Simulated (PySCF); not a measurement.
Molfile (atoms numbered from 1):
```
CF4
     RDKit          3D

  5  4  0  0  0  0  0  0  0  0999 V2000
    0.4796    0.8945   -0.8461 F   0  0  0  0  0  0  0  0  0  0  0  0
    0.0094   -0.0095   -0.0106 C   0  0  0  0  0  0  0  0  0  0  0  0
   -0.0983    0.5177    1.1926 F   0  0  0  0  0  0  0  0  0  0  0  0
   -1.1761   -0.4129   -0.4210 F   0  0  0  0  0  0  0  0  0  0  0  0
    0.8325   -1.0381    0.0322 F   0  0  0  0  0  0  0  0  0  0  0  0
  1  2  1  0
  2  3  1  0
  2  4  1  0
  2  5  1  0
M  END
```

Geometry: PBE0-D3(BJ)/def2-TZVP; GIAO absolute shieldings from PySCF, gas phase, non-relativistic, averaged over equivalent atoms.

At KT3/pcSseg-2 (180 basis functions, 21 s wall time (44 s CPU) on 2 threads of an AMD EPYC, shared host):
| atoms | σ (ppm) |
| --- | --- |
| F1/F3/F4/F5 | 238.6 |
| C2 | 50.3 |

**Question.** What do these become at wB97X-D/pcSseg-2?

**Answer.** 
```
      atoms  σ at wB97X-D/pcSseg-2  change
F1/F3/F4/F5                  248.5    +9.9
         C2                   51.6    +1.3
```

The largest change is at F1/F3/F4/F5 (fluorine of CF4). Cost: 180 basis functions.
